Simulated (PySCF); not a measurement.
**Which functional comes closest?**

Molecule: SMILES CN(C)P(C)C, C4H12NP.

Atoms are numbered as in `[CH3:1][N:2]([CH3:3])[P:4]([CH3:5])[CH3:6]`. Hydrogens are named by the atom that carries them.

Geometry PBE0-D3(BJ)/def2-SVP throughout; GIAO in PySCF, gas phase, one conformer, non-relativistic; equivalent atoms averaged; basis pcSseg-1.

Reference values (measured; E. Pretsch, P. Bühlmann, M. Badertscher, Structure Determination of Organic Compounds, 4th ed., Springer 2009): δ(P4) = 39.0 ppm vs 85 % H3PO4. Computed shifts are taken against H3PO4, calculated as an isolated molecule at each level.

Problem. How do the functionals HF, LDA, PBE, BLYP, BP86, OPBE perform against the reference? Times are CPU seconds on 1 thread of an Intel Xeon Platinum 8259CL, shared host.

Solution. 
```tsv
functional	kind	P4	abs. error P	core-s
HF	Hartree–Fock	30.4	8.6	12
LDA	LDA	45.2	6.2	31
PBE	GGA	46.0	7.0	40
BLYP	GGA	57.7	18.7	41
BP86	GGA	48.7	9.7	39
OPBE	GGA	38.4	0.6	41
```

For 31P the closest is OPBE (0.6 ppm) and the furthest BLYP (18.7 ppm). One molecule is a small sample, and vibrational and solvent effects are absent from the calculation.
